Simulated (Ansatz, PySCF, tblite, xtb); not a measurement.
Bond stretch in ClNa, singlet.

Methods: GFN1-xTB (xtb); UKS-PBE = unrestricted PBE/cc-pVDZ (Ansatz, a first-principles code); UMP2/6-31G* = unrestricted MP2 (frozen core)/6-31G*, spherical d (PySCF); UCCSDT = CCSDT on UHF/cc-pVDZ, frozen core (Ansatz); GFN2-xTB, 300 K electronic temperature (tblite).

Energies are in kcal/mol, each relative to the lowest point of its own curve between 2.09 and 3.01 Å, where full CI is lowest.

```tsv
R / Å	GFN1-xTB	UKS-PBE	UMP2/6-31G*	UCCSDT	GFN2-xTB
1.92	20.6	30.3	32.1	34.3	12.2
2.09	3.7	9.2	10.3	11.0	1.9
2.24	0.0	1.6	2.1	2.4	0.0
2.33	0.0	0.1	0.2	0.4	0.4
2.43	1.1	0.0	0.0	0.0	1.5
2.56	3.4	1.7	1.7	1.4	3.5
2.62	4.6	2.9	3.1	2.6	4.6
2.69	6.2	4.6	5.0	4.2	5.9
2.78	8.3	7.1	7.7	6.7	7.7
2.90	11.3	10.8	11.8	10.4	10.1
3.01	14.2	14.3	15.7	14.1	12.3
3.18	18.7	19.9	21.8	20.0	15.5
3.39	24.2	26.5	29.1	27.3	19.7
3.59	29.3	32.4	35.6	34.0	23.5
3.92	37.2	41.0	45.4	44.2	29.5
4.30	45.4	48.8	55.0	54.5	35.5
4.72	53.4	54.9	63.8	64.0	41.0
5.30	62.3	60.3	73.3	—	46.5
5.92	69.5	63.7	81.2	—	—
6.65	—	66.1	88.6	—	—
7.72	—	68.2	96.5	—	—
9.11	—	69.7	103.3	—	—
```

At the longest distance, 9.11 Å, UMP2/6-31G* lies highest above its minimum (103.3 kcal/mol) and UKS-PBE lowest (69.7 kcal/mol).

Dashes: no converged value, or the column stops at the first point that the program doubted or that broke a chosen test of continuity, which isn't proof of a fault.

The unrestricted determinant behind UKS-PBE is spin-contaminated at 4.30 to 9.11 Å (<S²> up to 0.6, against 0.00 for a pure singlet). The unrestricted determinant behind UCCSDT is spin-contaminated at 5.30 to 9.11 Å (<S²> up to 1.0, against 0.00 for a pure singlet).
